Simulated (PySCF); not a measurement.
# B3LYP/6-31G run of [NH2]− (SMILES [NH2-])

What is the vertical ionisation energy of [NH2]− at B3LYP/6-31G? The job is set up through a Python script.

The results are computed with PySCF 2.14.0.

13 further runs of the same task are left out: 2 that didn't finish, 11 set aside as unsound or not needed.

### Step 1. The structure to begin with

[NH2]− has 3 atoms, charge -1, and is taken as a singlet. SMILES: `[NH2-]`. The shape is that of a PBE0-D4/def2-TZVPD optimisation.

Bond lengths: N1–H2 1.027 Å, N1–H3 1.027 Å. Angles: H2–N1–H3 101.8°.

### Step 2. The energy at B3LYP/6-31G

The input, calc.py:

```python
# [NH2-]
from pyscf import gto, dft

mol = gto.Mole()
mol.atom = '''
N      0.646664    -0.383614     0.318797
H      0.237161     1.514049     0.294797
H     -0.883825    -1.130434    -0.613594
'''
mol.max_memory = 1860
mol.unit = 'bohr'
mol.basis = '6-31g'
mol.charge = -1
mol.verbose = 4
mol.build()

mf = dft.RKS(mol)
mf.xc = 'b3lyp'
mf.grids.level = 5
mf.conv_tol = 1e-10
mf.kernel()
if not mf.converged:
    mf = mf.newton().run(mf.mo_coeff, mf.mo_occ)

e_tot = mf.e_tot
print('Final energy', e_tot)
```

On the command line:

```bash
OMP_NUM_THREADS=1 python calc.py
```

What it wrote:

```text
PySCF version 2.14.0

[INPUT] num. atoms = 3
[INPUT] num. electrons = 10
[INPUT] charge = -1
[INPUT] spin (= nelec alpha-beta = 2S) = 0
[INPUT] symmetry False subgroup None
[INPUT] Mole.unit = bohr
[INPUT] Symbol           X                Y                Z      unit          X                Y                Z       unit  Magmom
[INPUT]  1 N      0.342199851922  -0.202999786590   0.168700107310 AA    0.646664000000  -0.383614000000   0.318797000000 Bohr   0.0
[INPUT]  2 H      0.125500196519   0.801200227016   0.155999854248 AA    0.237161000000   1.514049000000   0.294797000000 Bohr   0.0
[INPUT]  3 H     -0.467700048441  -0.598199911249  -0.324699961557 AA   -0.883825000000  -1.130434000000  -0.613594000000 Bohr   0.0

nuclear repulsion = 7.54285257558411
number of shells = 9
number of NR pGTOs = 30
number of NR cGTOs = 13
basis = 6-31g
ecp = {}

******** <class 'pyscf.dft.rks.RKS'> ********
method = RKS
initial guess = minao
damping factor = 0
level_shift factor = 0
DIIS = <class 'pyscf.scf.diis.CDIIS'>
diis_start_cycle = 1
diis_space = 8
diis_damp = 0
SCF conv_tol = 1e-10
SCF conv_tol_grad = None
SCF max_cycles = 50
direct_scf = True
direct_scf_tol = 1e-13
XC library pyscf.dft.libxc version 7.0.0
    S. Lehtola, C. Steigemann, M. J.T. Oliveira, and M. A.L. Marques.,  SoftwareX 7, 1–5 (2018)
XC functionals = b3lyp
    P. J. Stephens, F. J. Devlin, C. F. Chabalowski, and M. J. Frisch.,  J. Phys. Chem. 98, 11623 (1994)
radial grids:
    Treutler-Ahlrichs [JCP 102, 346 (1995); DOI:10.1063/1.469408] (M4) radial grids

becke partition: Becke, JCP 88, 2547 (1988); DOI:10.1063/1.454033
pruning grids: <function nwchem_prune>
grids dens level: 5
symmetrized grids: False
atomic radii adjust function: <function treutler_atomic_radii_adjust>
small_rho_cutoff = 0
Set gradient conv threshold to 1e-05
Initial guess from minao.
tot grids = 89200
init E= -55.7286118190079
  HOMO = -0.259235620715377  LUMO = 0.0681864224564623  gap/eV = 8.90961
cycle= 1 E= -55.6827617191432  delta_E= 0.0459  |g|= 0.755  |ddm|= 1.39
  HOMO = 0.349204454015565  LUMO = 0.443521530264592  gap/eV = 2.56650
cycle= 2 E= -55.5235182046626  delta_E= 0.159  |g|= 1.07  |ddm|= 2.96
  HOMO = 0.159682157548771  LUMO = 0.375940074482289  gap/eV = 5.88468
cycle= 3 E= -55.821176556804  delta_E= -0.298  |g|= 0.0222  |ddm|= 2.13
  HOMO = 0.167039860855311  LUMO = 0.379309015437232  gap/eV = 5.77614
cycle= 4 E= -55.8213517522888  delta_E= -0.000175  |g|= 0.0031  |ddm|= 0.0559
  HOMO = 0.165950248752499  LUMO = 0.378963672636053  gap/eV = 5.79639
cycle= 5 E= -55.8213540755569  delta_E= -2.32e-06  |g|= 0.000118  |ddm|= 0.00487
  HOMO = 0.165923197684323  LUMO = 0.37895593653696  gap/eV = 5.79692
cycle= 6 E= -55.8213540803852  delta_E= -4.83e-09  |g|= 8.77e-06  |ddm|= 0.000385
  HOMO = 0.165924165597074  LUMO = 0.378954849280954  gap/eV = 5.79686
cycle= 7 E= -55.8213540804301  delta_E= -4.49e-11  |g|= 1.69e-06  |ddm|= 3.43e-05
  HOMO = 0.165924970283454  LUMO = 0.378955279412724  gap/eV = 5.79685
Extra cycle  E= -55.8213540804298  delta_E= 3.13e-13  |g|= 2.18e-06  |ddm|= 3.47e-06
converged SCF energy = -55.8213540804298
Final energy -55.8213540804298
```

It took 1.4 s on 1 thread of Arm Neoverse V1, shared host; peak memory 0.15 GiB.

### Step 3. Doublet neutral NH2, same level

The input, calc.py:

```python
from pyscf import gto, dft

mol = gto.Mole()
mol.atom = '''
N      0.646664    -0.383614     0.318797
H      0.237161     1.514049     0.294797
H     -0.883825    -1.130434    -0.613594
'''
mol.basis = '6-31g'
mol.verbose = 4
mol.max_memory = 1860
mol.spin = 1
mol.unit = 'bohr'
mol.charge = 0
mol.build()

mf = dft.UKS(mol, xc='b3lyp')
mf.grids.level = 5
mf.conv_tol = 1e-10
mf.kernel()
if not mf.converged:
    mf = mf.newton().run(mf.mo_coeff, mf.mo_occ)

e_tot = mf.e_tot
print(f'total energy: {e_tot:.8f} hartree')
```

On the command line:

```bash
OMP_NUM_THREADS=1 python calc.py
```

What it wrote:

```text
PySCF version 2.14.0

[INPUT] num. atoms = 3
[INPUT] num. electrons = 9
[INPUT] charge = 0
[INPUT] spin (= nelec alpha-beta = 2S) = 1
[INPUT] symmetry False subgroup None
[INPUT] Mole.unit = bohr
[INPUT] Symbol           X                Y                Z      unit          X                Y                Z       unit  Magmom
[INPUT]  1 N      0.342199851922  -0.202999786590   0.168700107310 AA    0.646664000000  -0.383614000000   0.318797000000 Bohr   0.0
[INPUT]  2 H      0.125500196519   0.801200227016   0.155999854248 AA    0.237161000000   1.514049000000   0.294797000000 Bohr   0.0
[INPUT]  3 H     -0.467700048441  -0.598199911249  -0.324699961557 AA   -0.883825000000  -1.130434000000  -0.613594000000 Bohr   0.0

nuclear repulsion = 7.54285257558411
number of shells = 9
number of NR pGTOs = 30
number of NR cGTOs = 13
basis = 6-31g
ecp = {}

******** <class 'pyscf.dft.uks.UKS'> ********
method = UKS
initial guess = minao
damping factor = 0
level_shift factor = 0
DIIS = <class 'pyscf.scf.diis.CDIIS'>
diis_start_cycle = 1
diis_space = 8
diis_damp = 0
SCF conv_tol = 1e-10
SCF conv_tol_grad = None
SCF max_cycles = 50
direct_scf = True
direct_scf_tol = 1e-13
number electrons alpha = 5  beta = 4
XC library pyscf.dft.libxc version 7.0.0
    S. Lehtola, C. Steigemann, M. J.T. Oliveira, and M. A.L. Marques.,  SoftwareX 7, 1–5 (2018)
XC functionals = b3lyp
    P. J. Stephens, F. J. Devlin, C. F. Chabalowski, and M. J. Frisch.,  J. Phys. Chem. 98, 11623 (1994)
radial grids:
    Treutler-Ahlrichs [JCP 102, 346 (1995); DOI:10.1063/1.469408] (M4) radial grids

becke partition: Becke, JCP 88, 2547 (1988); DOI:10.1063/1.454033
pruning grids: <function nwchem_prune>
grids dens level: 5
symmetrized grids: False
atomic radii adjust function: <function treutler_atomic_radii_adjust>
small_rho_cutoff = 0
Set gradient conv threshold to 1e-05
tot grids = 89200
init E= -55.7286118190079
[... the frontier-level lines of each cycle are left out ...]


cycle= 1 E= -55.8418143762556  delta_E= -0.113  |g|= 0.125  |ddm|= 0.984
cycle= 2 E= -55.8441520957354  delta_E= -0.00234  |g|= 0.129  |ddm|= 0.315
cycle= 3 E= -55.8521178894746  delta_E= -0.00797  |g|= 0.0117  |ddm|= 0.131
cycle= 4 E= -55.8522107375822  delta_E= -9.28e-05  |g|= 0.00231  |ddm|= 0.0129
cycle= 5 E= -55.8522191590476  delta_E= -8.42e-06  |g|= 0.000405  |ddm|= 0.0055
cycle= 6 E= -55.8522194652956  delta_E= -3.06e-07  |g|= 4.88e-05  |ddm|= 0.00142
cycle= 7 E= -55.8522194701185  delta_E= -4.82e-09  |g|= 6.51e-06  |ddm|= 0.000217
cycle= 8 E= -55.852219470177  delta_E= -5.85e-11  |g|= 6.77e-07  |ddm|= 2.43e-05
Extra cycle  E= -55.8522194701773  delta_E= -3.13e-13  |g|= 5.04e-07  |ddm|= 1.53e-06
converged SCF energy = -55.8522194701773  <S^2> = 0.75204726  2S+1 = 2.0020462
total energy: -55.85221947 hartree
```

It took 2 s on 1 thread of Arm Neoverse V1, shared host; peak memory 0.16 GiB.

### Step 4. Results

At B3LYP/6-31G:

| quantity | value |
| --- | --- |
| singlet [NH2]−: total energy | -55.82135 Eh |
| singlet [NH2]−: HOMO energy | 4.52 eV |
| singlet [NH2]−: LUMO energy | 10.31 eV |
| singlet [NH2]−: HOMO–LUMO gap (to an unbound level, set by the basis) | 5.80 eV |
| doublet neutral NH2: total energy | -55.85222 Eh |
| doublet neutral NH2: dipole moment | 2.31 D |
| doublet neutral NH2: HOMO energy (highest over α and β) | -7.68 eV |
| doublet neutral NH2: LUMO energy (lowest over α and β) | -2.77 eV |
| doublet neutral NH2: ⟨S²⟩ | 0.752 |
| vertical detachment energy (to the doublet neutral) | -0.840 eV |

The species is unbound against losing an electron at this level, by 0.84 eV (−19.4 kcal/mol); missing correlation or diffuse functions can give that sign where the real anion is bound. Mulliken charges (singlet [NH2]−) run from -1.07 on N1 to +0.04 on H2. The HOMO (singlet [NH2]−) lies at positive energy, 4.52 eV; only total energies tell whether the electron is bound. Mulliken charges (doublet neutral NH2) run from -0.51 on N1 to +0.26 on H2; they depend strongly on the basis.
